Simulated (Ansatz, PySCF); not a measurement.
Breaking a bond: Na₂, singlet.

Levels: UKS-BP86/6-31G* = unrestricted BP86/6-31G*, spherical d (PySCF); FCI = full CI/aug-cc-pVQZ, frozen core in Ansatz (a quantum-chemistry and plane-wave program).

Energies relative to the lowest point of each curve near equilibrium, in mEh:

```json
[
 {"R / Å": "2.52", "UKS-BP86/6-31G*": "8.0"},
 {"R / Å": "2.74", "UKS-BP86/6-31G*": "2.7"},
 {"R / Å": "2.92", "UKS-BP86/6-31G*": "0.5"},
 {"R / Å": "3.25", "UKS-BP86/6-31G*": "0.5"},
 {"R / Å": "3.45", "UKS-BP86/6-31G*": "2.0"},
 {"R / Å": "3.55", "UKS-BP86/6-31G*": "3.0"},
 {"R / Å": "3.88", "UKS-BP86/6-31G*": "7.2"},
 {"R / Å": "4.63", "UKS-BP86/6-31G*": "16.3"},
 {"R / Å": "5.60", "UKS-BP86/6-31G*": "22.8"},
 {"R / Å": "7.50", "UKS-BP86/6-31G*": "26.0"},
 {"R / Å": "8.36", "UKS-BP86/6-31G*": "26.2"},
 {"R / Å": "9.44", "UKS-BP86/6-31G*": "26.3"}
]
```

Question: What does FCI give at the same points?

Answer: 2.52: 11.5; 2.74: 4.5; 2.92: 1.4; 3.25: 0.1; 3.45: 1.1; 3.55: 2.0; 3.88: 5.7; 4.63: 15.1; 5.60: 22.6; 7.50: 26.2; 8.36: 26.4; 9.44: 26.5 (mEh).

The unrestricted determinant behind UKS-BP86/6-31G* is spin-contaminated at 3.88 to 9.44 Å (<S²> up to 1.0, against 0.00 for a pure singlet).
